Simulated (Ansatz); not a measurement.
# C3H3F: the cost of one run

Method: RKS PBE0/def2-SVP, in Ansatz 0.2.0.

### Step 1. The system as given

Bond lengths: C1–C2 1.232 Å, C2–C3 1.271 Å, C3–F4 1.345 Å, C1–H5 1.112 Å, C1–H6 1.135 Å, C3–H7 1.133 Å. Angles: C1–C2–C3 179.5°, C2–C1–H5 123.3°, C2–C1–H6 123.9°, H5–C1–H6 112.7°, C2–C3–F4 126.2°, C2–C3–H7 125.9°, F4–C3–H7 107.6°.

Coordinates:

```xyz
7

C    -0.8534    0.9357    0.0312
C    -0.0196    0.0290    0.0359
C     0.8326   -0.9136    0.0355
F     1.0635   -1.7764   -0.9707
H    -1.8926    0.8105    0.4055
H    -0.6728    1.9590   -0.4247
H     1.6035   -1.1122    0.8416
```

### Step 2. Relaxing end A

input.yaml reads:

```yaml
crystal:
  periodic: [false, false, false]
  atoms:
    - { symbol: C, position_ang: [-0.8534, 0.9357, 0.0312] }
    - { symbol: C, position_ang: [-0.0196, 0.029, 0.0359] }
    - { symbol: C, position_ang: [0.8326, -0.9136, 0.0355] }
    - { symbol: F, position_ang: [1.0635, -1.7764, -0.9707] }
    - { symbol: H, position_ang: [-1.8926, 0.8105, 0.4055] }
    - { symbol: H, position_ang: [-0.6728, 1.959, -0.4247] }
    - { symbol: H, position_ang: [1.6035, -1.1122, 0.8416] }
basis:
  gaussian: { orbitals: def2-SVP }
hamiltonian:
  xc: pbe0
relax:
  f_tol: 0.02
  max_steps: 50
output:
  orbitals: {}
```

Command:

```console
$ ansatz run input.yaml --threads 1 --pin off --max-ram 2048MiB --backend cpu --events-out ev --progress --plain --runs-dir out
```

Q: Estimate wall time and peak memory on 1 thread of Intel Xeon Platinum 8488C (Sapphire Rapids), shared host.

About 15 s, with a peak of 0.14 GiB.
